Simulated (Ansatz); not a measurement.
Fluorite CdF₂, treated with rVV10 (PAW; Ansatz, a quantum-chemistry and plane-wave program).

Numerical settings: plane-wave cutoff 520 eV, 12×12×12 k mesh, Fermi–Dirac smearing 0.01 eV, scalar-relativistic PAW data made under PBE.

Cell (relaxed at this level):

```
CdF2
1.0
    0.00000     2.72915     2.72915
    2.72915     0.00000     2.72915
    2.72915     2.72915     0.00000
Cd F
1 2
Direct
  0.00000   0.00000   0.00000
  0.25000   0.25000   0.25000
  0.75000   0.75000   0.75000
```

Question: Estimate the bulk modulus B0, band gap, smallest direct gap on the k points sampled and pressure derivative B′ of the bulk modulus that the calculation returns.

Answer: 
bulk modulus B0: 104 GPa
band gap: 2.73 eV
smallest direct gap on the k points sampled: 3.26 eV
pressure derivative B′ of the bulk modulus: 4.8

Measured, for comparison: band gap 7.8 eV (temperature not stated, no zero-point or thermal correction, indirect W–Γ; as tabulated in Cappellini et al. (2013), arXiv:1302.2571).

Spin–orbit coupling is not included.

Computed values are for the static lattice.

Computing time: roughly 60 core-seconds.
